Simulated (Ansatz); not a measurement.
Stepwise reaction of `F[Si]F` with hydrogen, as a gas-phase model of exchange steps in deposition or etching. ΔE in kJ/mol; ΔG adds harmonic PBE0-D4 terms to CCSD(T)/CBS, at 1 bar.

Gas-phase electronic energies from Ansatz, PBE0-D4/def2-TZVP geometries. CCSD(T)/CBS adds triple-zeta CCSD(T) − MP2 to the extrapolated MP2 energy (def2 sets, frozen cores). This one scheme is used for every species. DFT in def2-TZVPP. B3LYP here is the variant with VWN-RPA as its local correlation; programs differ in this.

| step | reaction | PBE-D4 | B3LYP-D4 | ωB97M-V | CCSD(T)/CBS | ΔG(400 K) |
| --- | --- | --- | --- | --- | --- | --- |
| 1 | `F[Si]F` + H₂ → `F[SiH]` + H–F | 192.9 | 197.0 | 199.9 | 191.3 | 188.5 |

Task: Give the row of step 2, `F[SiH]` + H₂ → `[SiH2]` + H–F. (Best estimate.)

Result: The calculation gave: 
```csv
step,reaction,PBE-D4,B3LYP-D4,ωB97M-V,CCSD(T)/CBS,ΔG(400 K)
2,`F[SiH]` + H₂ → `[SiH2]` + H–F,142.3,147.0,147.4,140.0,142.2
```

Task: By hand: ΔE of the 2 steps together at CCSD(T)/CBS.

Result: (191.3) + (140.0) = 331.3 kJ/mol, or 165.7 kJ/mol a step.

In ΔE each step is lower than the one before. All are uphill at CCSD(T)/CBS. ΔG lies between 142.2 and 188.5 kJ/mol a step. PBE-D4 differs from CCSD(T)/CBS by 1.6 to 2.3 kJ/mol a step. Isolated molecules leave out the surface, adducts and barriers. Largest T1 diagnostic: 0.015.
